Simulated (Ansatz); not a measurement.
Take Ca in the fcc (Cu type) structure (space group Fm-3m, No. 225; a = 5.456 Å) as the base.

Level of theory: PBEsol (Ansatz, a program for electronic structure), no spin-orbit coupling.

```json
[
 {"level": "PBEsol", "lattice parameter a": "5.456 Å"}
]
```

Problem. From these computed values, estimate the measured ones, and say how each level misses.

Solution. Measured: lattice parameter a 5.553 Å (static lattice; corrected from measurement; as listed in Gábor I. Csonka et al., Physical Review B (2009)). Computed minus measured — lattice parameter a: PBEsol -1.8 %.

Whether these cells are dynamically stable was not tested.
